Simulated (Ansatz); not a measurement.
This geometry of BH3 + FH (6 atoms, charge 0, multiplicity 1) is a first-order saddle point.

Level of theory: Ansatz 0.2.0, RKS B3LYP/def2-SVP.

```xyz
6
Properties=species:S:1:pos:R:3
B 0.010 -0.175 0.053
H 0.005 0.196 1.320
H 1.059 0.123 -0.449
H -1.056 0.065 -0.442
F 0.055 -1.732 0.558
H 0.034 -0.879 1.320
```

Question: Which two structures does it join? (They come from a converged band through this point; their orientation in space is the band's.)

Answer: Bonds broken: B1–H2, F5–H6. Bonds formed: B1–F5, H2–H6. BH3 + FH becomes BFH2 + H2.

First end point:

```xyz
6
Properties=species:S:1:pos:R:3
B 0.004 0.128 0.047
H 0.001 0.556 1.182
H 1.039 0.147 -0.569
H -1.044 0.077 -0.546
F 0.069 -1.742 0.665
H 0.037 -1.568 1.580
```

Last end point:

```xyz
6
Properties=species:S:1:pos:R:3
B 0.018 -0.468 -0.603
H 0.000 0.211 2.369
H 1.067 0.125 -0.687
H -1.067 0.054 -0.684
F 0.062 -1.775 -0.423
H 0.026 -0.549 2.388
```

Question: How far does it lie above each of them?

Answer: 9.1 kcal/mol above the first and 39.6 kcal/mol above the second. This is the barrier of this one path; another mechanism may lie lower. The orbitals stay closed-shell, which can raise the energy where a bond breaks towards radicals; this wasn't checked here.

The run took 37 s on 1 thread of Intel(R) Xeon(R) Platinum 8488C (Sapphire Rapids), on a shared host, peak memory 0.13 GiB.
